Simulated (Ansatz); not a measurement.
Molecular dynamics of BH$_{7}$NSi

The input (input.yaml):

```yaml
crystal:
  periodic: [false, false, false]
  atoms:
    - { symbol: B, position_ang: [-0.039058, -0.108192, -0.139347] }
    - { symbol: H, position_ang: [-0.111582, -0.441354, 1.481011] }
    - { symbol: "N", position_ang: [1.251012, 0.009968, -0.641624] }
    - { symbol: H, position_ang: [2.019889, -0.584609, -0.358871] }
    - { symbol: H, position_ang: [1.524396, 0.695139, -1.338572] }
    - { symbol: H, position_ang: [-0.939164, 0.604113, -0.477226] }
    - { symbol: Si, position_ang: [0.01132, -0.119281, 3.05965] }
    - { symbol: H, position_ang: [-0.72486, -1.133085, 3.864585] }
    - { symbol: H, position_ang: [1.451876, -0.156695, 3.438398] }
    - { symbol: H, position_ang: [-0.529427, 1.233997, 3.364195] }
magnetization:
  spin_polarized: true
  initial_magnetization: 1
basis:
  gaussian: { orbitals: "6-31G*" }
hamiltonian:
  xc: b3lyp
md:
  timestep: 0.5
  n_steps: 200
  ensemble: nve
  temperature: 100.0
  initial_velocities: maxwell_boltzmann
  seed: 10730
```

Command:

```bash
$ ansatz run input.yaml --threads 1 --pin off --max-ram 2048MiB --backend cpu --events-out ev --progress --plain --runs-dir out
```

It starts at the highest image of a converged band. Of that band: A structure lower than the first end lies on the path between it and the top, so the climb from that side starts below the end, which may itself be a saddle point or a shallow side well. A vibrational analysis at the climbing image gives one clearly imaginary mode, 682i cm⁻¹: a first-order saddle point.

Output, in part (one step line in 4, the closing report, with atoms numbered from 0):

```
md step     0: t =     0.00 fs  T =   100.0 K  F+E_penalty+E_count = -10156.30550405 eV  E_kin = 0.103408 eV  conserved = -10156.20209605 eV  (26 SCF iters)
md step     4: t =     2.00 fs  T =    79.4 K  F+E_penalty+E_count = -10156.28385534 eV  E_kin = 0.082059 eV  conserved = -10156.20179621 eV  (26 SCF iters)
md step     8: t =     4.00 fs  T =    63.3 K  F+E_penalty+E_count = -10156.26729340 eV  E_kin = 0.065456 eV  conserved = -10156.20183707 eV  (24 SCF iters)
md step    12: t =     6.00 fs  T =    56.9 K  F+E_penalty+E_count = -10156.26068426 eV  E_kin = 0.058852 eV  conserved = -10156.20183218 eV  (24 SCF iters)
md step    16: t =     8.00 fs  T =    54.1 K  F+E_penalty+E_count = -10156.25787041 eV  E_kin = 0.055960 eV  conserved = -10156.20191001 eV  (26 SCF iters)
md step    20: t =    10.00 fs  T =    42.3 K  F+E_penalty+E_count = -10156.24557279 eV  E_kin = 0.043747 eV  conserved = -10156.20182610 eV  (27 SCF iters)
md step    24: t =    12.00 fs  T =    43.2 K  F+E_penalty+E_count = -10156.24631123 eV  E_kin = 0.044626 eV  conserved = -10156.20168493 eV  (25 SCF iters)
md step    28: t =    14.00 fs  T =    74.9 K  F+E_penalty+E_count = -10156.27946314 eV  E_kin = 0.077484 eV  conserved = -10156.20197954 eV  (27 SCF iters)
md step    32: t =    16.00 fs  T =    91.0 K  F+E_penalty+E_count = -10156.29588209 eV  E_kin = 0.094109 eV  conserved = -10156.20177286 eV  (27 SCF iters)
md step    36: t =    18.00 fs  T =   120.9 K  F+E_penalty+E_count = -10156.32672098 eV  E_kin = 0.125009 eV  conserved = -10156.20171234 eV  (27 SCF iters)
md step    40: t =    20.00 fs  T =   190.7 K  F+E_penalty+E_count = -10156.39867031 eV  E_kin = 0.197188 eV  conserved = -10156.20148184 eV  (29 SCF iters)
md step    44: t =    22.00 fs  T =   336.4 K  F+E_penalty+E_count = -10156.55005055 eV  E_kin = 0.347823 eV  conserved = -10156.20222742 eV  (29 SCF iters)
md step    48: t =    24.00 fs  T =   421.6 K  F+E_penalty+E_count = -10156.63912651 eV  E_kin = 0.435942 eV  conserved = -10156.20318459 eV  (29 SCF iters)
md step    52: t =    26.00 fs  T =   428.9 K  F+E_penalty+E_count = -10156.64418519 eV  E_kin = 0.443486 eV  conserved = -10156.20069959 eV  (28 SCF iters)
md step    56: t =    28.00 fs  T =   653.0 K  F+E_penalty+E_count = -10156.87964508 eV  E_kin = 0.675222 eV  conserved = -10156.20442280 eV  (28 SCF iters)
md step    60: t =    30.00 fs  T =   568.9 K  F+E_penalty+E_count = -10156.79108677 eV  E_kin = 0.588271 eV  conserved = -10156.20281565 eV  (28 SCF iters)
md step    64: t =    32.00 fs  T =   362.9 K  F+E_penalty+E_count = -10156.57678145 eV  E_kin = 0.375276 eV  conserved = -10156.20150541 eV  (28 SCF iters)
md step    68: t =    34.00 fs  T =   350.7 K  F+E_penalty+E_count = -10156.56424621 eV  E_kin = 0.362690 eV  conserved = -10156.20155599 eV  (26 SCF iters)
md step    72: t =    36.00 fs  T =   500.2 K  F+E_penalty+E_count = -10156.72086388 eV  E_kin = 0.517294 eV  conserved = -10156.20357018 eV  (28 SCF iters)
md step    76: t =    38.00 fs  T =   420.3 K  F+E_penalty+E_count = -10156.63789957 eV  E_kin = 0.434635 eV  conserved = -10156.20326464 eV  (28 SCF iters)
md step    80: t =    40.00 fs  T =   316.3 K  F+E_penalty+E_count = -10156.52756577 eV  E_kin = 0.327050 eV  conserved = -10156.20051541 eV  (26 SCF iters)
md step    84: t =    42.00 fs  T =   568.2 K  F+E_penalty+E_count = -10156.79166471 eV  E_kin = 0.587613 eV  conserved = -10156.20405193 eV  (28 SCF iters)
md step    88: t =    44.00 fs  T =   591.8 K  F+E_penalty+E_count = -10156.81431842 eV  E_kin = 0.611941 eV  conserved = -10156.20237784 eV  (28 SCF iters)
md step    92: t =    46.00 fs  T =   578.8 K  F+E_penalty+E_count = -10156.80010106 eV  E_kin = 0.598482 eV  conserved = -10156.20161927 eV  (28 SCF iters)
md step    96: t =    48.00 fs  T =   716.9 K  F+E_penalty+E_count = -10156.94347115 eV  E_kin = 0.741290 eV  conserved = -10156.20218143 eV  (28 SCF iters)
md step   100: t =    50.00 fs  T =   850.3 K  F+E_penalty+E_count = -10157.08377495 eV  E_kin = 0.879299 eV  conserved = -10156.20447638 eV  (26 SCF iters)
md step   104: t =    52.00 fs  T =   653.1 K  F+E_penalty+E_count = -10156.87683516 eV  E_kin = 0.675364 eV  conserved = -10156.20147082 eV  (28 SCF iters)
md step   108: t =    54.00 fs  T =   645.2 K  F+E_penalty+E_count = -10156.87018825 eV  E_kin = 0.667184 eV  conserved = -10156.20300472 eV  (26 SCF iters)
md step   112: t =    56.00 fs  T =   656.3 K  F+E_penalty+E_count = -10156.88191476 eV  E_kin = 0.678632 eV  conserved = -10156.20328299 eV  (27 SCF iters)
md step   116: t =    58.00 fs  T =   507.4 K  F+E_penalty+E_count = -10156.72637182 eV  E_kin = 0.524739 eV  conserved = -10156.20163318 eV  (28 SCF iters)
md step   120: t =    60.00 fs  T =   505.6 K  F+E_penalty+E_count = -10156.72440803 eV  E_kin = 0.522779 eV  conserved = -10156.20162882 eV  (28 SCF iters)
md step   124: t =    62.00 fs  T =   668.8 K  F+E_penalty+E_count = -10156.89416539 eV  E_kin = 0.691601 eV  conserved = -10156.20256402 eV  (27 SCF iters)
md step   128: t =    64.00 fs  T =   784.3 K  F+E_penalty+E_count = -10157.01410644 eV  E_kin = 0.811048 eV  conserved = -10156.20305858 eV  (27 SCF iters)
md step   132: t =    66.00 fs  T =   783.8 K  F+E_penalty+E_count = -10157.01233833 eV  E_kin = 0.810535 eV  conserved = -10156.20180352 eV  (26 SCF iters)
md step   136: t =    68.00 fs  T =   790.3 K  F+E_penalty+E_count = -10157.02076889 eV  E_kin = 0.817195 eV  conserved = -10156.20357346 eV  (28 SCF iters)
md step   140: t =    70.00 fs  T =   592.4 K  F+E_penalty+E_count = -10156.81464656 eV  E_kin = 0.612614 eV  conserved = -10156.20203276 eV  (28 SCF iters)
md step   144: t =    72.00 fs  T =   457.9 K  F+E_penalty+E_count = -10156.67481236 eV  E_kin = 0.473463 eV  conserved = -10156.20134969 eV  (26 SCF iters)
md step   148: t =    74.00 fs  T =   553.7 K  F+E_penalty+E_count = -10156.77475807 eV  E_kin = 0.572605 eV  conserved = -10156.20215297 eV  (27 SCF iters)
md step   152: t =    76.00 fs  T =   695.5 K  F+E_penalty+E_count = -10156.92314952 eV  E_kin = 0.719249 eV  conserved = -10156.20390007 eV  (30 SCF iters)
md step   156: t =    78.00 fs  T =   611.0 K  F+E_penalty+E_count = -10156.83345689 eV  E_kin = 0.631833 eV  conserved = -10156.20162430 eV  (28 SCF iters)
md step   160: t =    80.00 fs  T =   708.6 K  F+E_penalty+E_count = -10156.93565937 eV  E_kin = 0.732710 eV  conserved = -10156.20294957 eV  (28 SCF iters)
md step   164: t =    82.00 fs  T =   789.5 K  F+E_penalty+E_count = -10157.02028848 eV  E_kin = 0.816402 eV  conserved = -10156.20388633 eV  (28 SCF iters)
md step   168: t =    84.00 fs  T =   584.5 K  F+E_penalty+E_count = -10156.80607473 eV  E_kin = 0.604417 eV  conserved = -10156.20165745 eV  (28 SCF iters)
md step   172: t =    86.00 fs  T =   511.3 K  F+E_penalty+E_count = -10156.73007789 eV  E_kin = 0.528762 eV  conserved = -10156.20131582 eV  (27 SCF iters)
md step   176: t =    88.00 fs  T =   648.9 K  F+E_penalty+E_count = -10156.87428163 eV  E_kin = 0.671028 eV  conserved = -10156.20325350 eV  (28 SCF iters)
md step   180: t =    90.00 fs  T =   629.1 K  F+E_penalty+E_count = -10156.85375268 eV  E_kin = 0.650504 eV  conserved = -10156.20324826 eV  (26 SCF iters)
md step   184: t =    92.00 fs  T =   585.6 K  F+E_penalty+E_count = -10156.80677019 eV  E_kin = 0.605519 eV  conserved = -10156.20125165 eV  (26 SCF iters)
md step   188: t =    94.00 fs  T =   775.6 K  F+E_penalty+E_count = -10157.00616056 eV  E_kin = 0.802029 eV  conserved = -10156.20413156 eV  (26 SCF iters)
md step   192: t =    96.00 fs  T =   705.1 K  F+E_penalty+E_count = -10156.93174500 eV  E_kin = 0.729148 eV  conserved = -10156.20259721 eV  (25 SCF iters)
md step   196: t =    98.00 fs  T =   578.4 K  F+E_penalty+E_count = -10156.79980839 eV  E_kin = 0.598091 eV  conserved = -10156.20171697 eV  (30 SCF iters)
md step   200: t =   100.00 fs  T =   605.9 K  F+E_penalty+E_count = -10156.82858770 eV  E_kin = 0.626538 eV  conserved = -10156.20205013 eV  (30 SCF iters)
Total energy: -10156.82885583 eV, -373.2565759060 hartree
Atom 0 at    -0.086778    -0.469714    -0.645949 Å, force    -0.506504    -0.822075    -1.472101 eV/Å
Atom 1 at    -0.328039    -1.264610    -1.658616 Å, force     0.412200     1.437717     1.349022 eV/Å
Atom 2 at     1.210413     0.080923    -0.481932 Å, force    -0.820482     0.076382     0.527074 eV/Å
Atom 3 at     1.922531     0.240776    -1.198155 Å, force    -0.342767    -0.606204     0.368368 eV/Å
Atom 4 at     1.438454     0.494494     0.425052 Å, force    -0.018135     0.268878    -0.549169 eV/Å
Atom 5 at    -1.062153    -0.217775     0.103882 Å, force     1.275214    -0.359102    -0.307212 eV/Å
Atom 6 at     0.078459     0.035936     3.219887 Å, force    -0.674564    -0.512704     0.038462 eV/Å
Atom 7 at    -1.346955    -0.487022     3.288062 Å, force     0.507235     0.139935    -0.151412 eV/Å
Atom 8 at     1.048742    -1.049579     3.515798 Å, force     0.062049    -0.112812    -0.098634 eV/Å
Atom 9 at     0.223828     1.067609     4.246802 Å, force     0.105753     0.489986     0.295602 eV/Å
Dipole moment:     0.379879     0.232526     0.035616 e Å
```

The run went to its last step. The conserved energy stayed within 0.25 meV per atom of its start (net change 0.0046 meV per atom), so the integration is sound. The kinetic energy rose, since the run started high on the potential surface and went downhill. It ends in pieces (BH4N + H3Si), so much of that is their flight and rotation, not heat. A run of 0.1 ps of so small a system gives no equilibrium averages.

Between its relaxed ends the band would form H2–Si7 and break B1–H2. These pairs go: H2–Si7 1.62 → 5.07 Å, B1–H2 1.66 → 1.31 Å. In the last frame they stand as before the step (other bonds may differ from the relaxed reactants and products). It ends as BH4N + H3Si. Pairs count as bonded within 1.25 times the sum of covalent radii (0.12 Å more for H–H).

Last frame:

```xyz
10
Properties=species:S:1:pos:R:3
B -0.087 -0.470 -0.646
H -0.328 -1.265 -1.659
N 1.210 0.081 -0.482
H 1.923 0.241 -1.198
H 1.438 0.494 0.425
H -1.062 -0.218 0.104
Si 0.079 0.036 3.220
H -1.347 -0.487 3.288
H 1.049 -1.050 3.516
H 0.224 1.068 4.247
```

Time of the run: 10 min on 1 thread of Arm Neoverse V1, with other jobs on the host, peak memory 0.15 GiB.
